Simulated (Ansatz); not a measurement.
**Rock-salt SnTe (cubic form, which distorts at low temperature): TO phonon frequency at X by level of theory**

No measured value is used here.

```json
[
 {"level (code)": "LDA (Ansatz)", "value (cm⁻¹)": "80", "cell (Å³/atom)": "30.30"},
 {"level (code)": "PBEsol (Ansatz)", "value (cm⁻¹)": "77", "cell (Å³/atom)": "31.08"},
 {"level (code)": "r²SCAN (Ansatz)", "value (cm⁻¹)": "57", "cell (Å³/atom)": "32.33"}
]
```

LDA, PBEsol, r²SCAN: symmetry holds this phase in the static calculation, where it need not be a minimum. Each level is taken at its own relaxed cell. Cutoffs differ between the levels. Ansatz's density-functional and Hartree–Fock values are scalar-relativistic unless marked +SOC, with PAW data made under PBE.

Ansatz is an electronic-structure program.
